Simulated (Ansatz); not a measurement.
Energy needed to pull apart CH4N (SMILES C[NH]), doublet, into free ground-state atoms, from the structure below (displaced at random from a GFN2-xTB minimum); no zero-point or spin–orbit terms; open-shell atoms are treated unrestricted, in their ground-state multiplicity.

```xyz
6
angstrom
C -0.0703 -0.2659 -0.2311
N -0.2611 0.4097 0.9550
H -0.2552 0.3475 -1.0877
H -0.6939 -1.1429 -0.2596
H 0.9438 -0.5691 -0.3757
H 0.3383 1.1849 1.0095
```

Program: Ansatz 0.2.0. Basis: def2-TZVPP. Cores are frozen in the correlated methods; orbitals are unrestricted.

```tsv
method	atomization energy (kJ/mol)
SPW92	2256
PBE-D4	?
r2SCAN-D4	1983
PBE0-D4	1989
LC-wPBE	?
wB97M-V	1985
HF	1408
MP2	1911
CCSD	1892
CCSD(T)	1914
```

What does LC-wPBE give? (To be estimated.)

The calculation gives: 1978 kJ/mol, which is about 64 kJ/mol more than CCSD(T)/def2-TZVPP.

What does PBE-D4 give? (To be estimated.)

By the calculation: 2025 kJ/mol, which is about 111 kJ/mol more than CCSD(T)/def2-TZVPP.

In triple zeta the MP2 and coupled-cluster atomization energies are still short of their basis limit by a few kcal/mol a bond, whereas those of the functionals are nearly converged, so these differences are not deviations from converged CCSD(T).

No T1 diagnostic of these runs exceeds 0.014. ⟨S²⟩ of the unrestricted Hartree–Fock references: 0.76 (a pure state has 0.75).

For scale, one of the runs: CCSD(T)/def2-TZVPP forces, 118 basis functions (an equivalent command: `ansatz run in.yaml --threads 4`). Time: 28 s of wall clock on 4 CPU threads; the host was shared. Peak host memory: 1.9 GiB.
